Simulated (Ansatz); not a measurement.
# H₆NOSi+ (SMILES [NH3+][SiH2]O): functionals against CCSD(T) at one geometry

One table from this session's results is given with a row withheld; the runs are named, their logs left out.

Method: single points in def2-TZVPP; program: Ansatz 0.2.0, Gaussian basis.

Cores are frozen in the correlated methods.

### The starting structure

SMILES `[NH3+][SiH2]O`, 9 atoms, charge 1, spin multiplicity 1.

Atoms are counted from 1 here; the program's logs count them from 0.

Bond lengths: N1–Si2 1.866 Å, N1–H4 1.068 Å, N1–H5 1.051 Å, N1–H6 1.026 Å, Si2–O3 1.641 Å, Si2–H7 1.546 Å, Si2–H8 1.497 Å, O3–H9 0.941 Å. Angles: Si2–N1–H4 110.5°, Si2–N1–H5 116.8°, Si2–N1–H6 107.7°, H4–N1–H5 106.7°, H4–N1–H6 108.5°, H5–N1–H6 106.4°, N1–Si2–O3 93.0°, N1–Si2–H7 104.2°, N1–Si2–H8 109.5°, O3–Si2–H7 118.1°, O3–Si2–H8 118.9°, H7–Si2–H8 110.1°, Si2–O3–H9 121.8°.

Coordinates:

```
N    -0.6674    0.6285   -0.6368
Si    0.6990   -0.4562    0.0256
O     0.0359   -0.5242    1.5256
H    -1.5753    0.0734   -0.7273
H    -0.4993    1.0853   -1.5686
H    -0.8160    1.3890    0.0352
H     1.9810    0.3862   -0.1674
H     0.7792   -1.7096   -0.7884
H     0.5470   -0.7461    2.2836
```

The first run:

run/in.yaml reads:

```yaml
crystal:
  periodic: [false, false, false]
  atoms:
    - {symbol: N, position_ang: [-0.667362, 0.628487, -0.636802]}
    - {symbol: Si, position_ang: [0.699024, -0.456242, 0.025574]}
    - {symbol: O, position_ang: [0.035891, -0.524215, 1.525616]}
    - {symbol: H, position_ang: [-1.575263, 0.073439, -0.727311]}
    - {symbol: H, position_ang: [-0.499298, 1.085309, -1.568563]}
    - {symbol: H, position_ang: [-0.815964, 1.388959, 0.035227]}
    - {symbol: H, position_ang: [1.980966, 0.386168, -0.167387]}
    - {symbol: H, position_ang: [0.779216, -1.709645, -0.788380]}
    - {symbol: H, position_ang: [0.547003, -0.746062, 2.283577]}
basis:
  gaussian: {orbitals: def2-TZVPP}
total_charge: 1
hamiltonian: {xc: pbe, dispersion: d4}
output: {forces: true}
```

Command:

```bash
$ ansatz run in.yaml --threads 2 --pin off --events-out ev --progress --plain --max-ram 3481MiB
```

Among the steps run: PBE-D4/def2-TZVPP; r2SCAN-D4/def2-TZVPP; PBE0-D4/def2-TZVPP; wB97M-V/def2-TZVPP; CCSD(T)/def2-TZVPP.

One of the session's tables, all rows but one given; the rest of the session is left out.

| method | RMS force component (eV/Å) | angle to CCSD(T) forces (°) |
| --- | --- | --- |
| PBE-D4 | 0.718 | 14.7 |
| r2SCAN-D4 | 0.742 | 4.7 |
| PBE0-D4 | 0.743 | 6.1 |
| wB97M-V | ? | ? |
| CCSD(T) | 0.753 | reference |

Estimate the missing values for wB97M-V.

**Answer.** RMS force component (eV/Å): 0.771; angle to CCSD(T) forces (°): 2.1. In the column «RMS force component (eV/Å)» it is the highest.
